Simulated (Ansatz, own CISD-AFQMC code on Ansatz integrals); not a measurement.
C3H4, SMILES `C=C=C` (charge 0, multiplicity 1).

Cartesian coordinates (Å):
```xyz
7

C      1.2992    -0.0142     0.0020
C      0.0000    -0.0001     0.0000
C     -1.2992     0.0141    -0.0020
H      1.8554    -0.5699    -0.7456
H      1.8649     0.5295     0.7514
H     -1.8692    -0.7281     0.5469
H     -1.8510     0.7687    -0.5527
```
Charge 0, spin multiplicity 1.

Frozen-core energies in cc-pVDZ from Ansatz (a first-principles code) at a geometry from PBE0-D3(BJ)/def2-TZVP; the HF reference has <S^2> = 0.00 and the T1 diagnostic is 0.012.

```json
[
 {"level": "HF", "energy (Ha)": "-115.87259"},
 {"level": "MP2", "energy (Ha)": "-116.26326"},
 {"level": "CCSD", "energy (Ha)": "-116.29793"}
]
```

Q: Estimate the energies of CCSD(T), CCSDT, phaseless AFQMC, CISD trial (own CISD-AFQMC code on Ansatz integrals; ±0.39 mHa) and CCSDT(Q), and give each level's difference from CCSDT(Q).

A: 
```json
[
 {"level": "MP2", "energy (Ha)": "-116.26326", "difference from CCSDT(Q) (mHa)": "52.70"},
 {"level": "CCSD", "energy (Ha)": "-116.29793", "difference from CCSDT(Q) (mHa)": "18.03"},
 {"level": "CCSD(T)", "energy (Ha)": "-116.31400", "difference from CCSDT(Q) (mHa)": "1.96"},
 {"level": "CCSDT", "energy (Ha)": "-116.31482", "difference from CCSDT(Q) (mHa)": "1.14"},
 {"level": "phaseless AFQMC, CISD trial (own CISD-AFQMC code on Ansatz integrals; ±0.39 mHa)", "energy (Ha)": "-116.31581", "difference from CCSDT(Q) (mHa)": "0.15"},
 {"level": "CCSDT(Q)", "energy (Ha)": "-116.31596", "difference from CCSDT(Q) (mHa)": "0.00"}
]
```
